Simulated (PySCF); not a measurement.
Mapped SMILES: `[F:1][CH:2]=[C:3]1[CH2:4][CH2:5]1` (H(Xn): hydrogen on atom n).

Theoretical values (PySCF): geometry from PBE0-D3(BJ)/def2-SVP, PBE0/pcSseg-1 with gauge-including orbitals. One conformer, isolated molecule, non-relativistic, fast rotation and ring inversion assumed for equivalent nuclei.

Shifts are taken against calculated references (same method and geometry level): ¹³C (σ = 184.41 ppm) and ¹H (σ = 31.27 ppm) against TMS; CFCl3 for ¹⁹F (σ = 177.25 ppm).

```json
{"atoms": "C4", "nucleus": "¹³C", "count": "1", "δ (ppm)": "4.0"}
{"atoms": "H(C5)", "nucleus": "¹H", "count": "2", "δ (ppm)": "1.27"}
{"atoms": "C5", "nucleus": "¹³C", "count": "1", "δ (ppm)": "5.3"}
{"atoms": "H(C2)", "nucleus": "¹H", "count": "1", "δ (ppm)": "?"}
{"atoms": "H(C4)", "nucleus": "¹H", "count": "2", "δ (ppm)": "1.25"}
{"atoms": "F1", "nucleus": "¹⁹F", "count": "1", "δ (ppm)": "-122.2"}
{"atoms": "C3", "nucleus": "¹³C", "count": "1", "δ (ppm)": "?"}
{"atoms": "C2", "nucleus": "¹³C", "count": "1", "δ (ppm)": "149.8"}
```

Q: Fill in the missing shifts.

A: 
- C3: 105.0 ppm, fully substituted alkene carbon; the olefinic region
- H(C2): 7.17 ppm, hydrogen on an alkene CH; a vinylic proton, deshielded by the sp2 carbon and the C=C anisotropy

Shifts are as computed. Against solution values, carbons near 30 ppm lie about +2 ppm off and those near 130 ppm about +5 ppm. Of 1211 compounds with measured shifts, 218 miss one by over three times the rms of a fit or turn the order of signals round; such compounds aren't used in these exercises. Unscaled 19F shifts against computed CFCl3 carry errors that often reach 10 to 50 ppm.
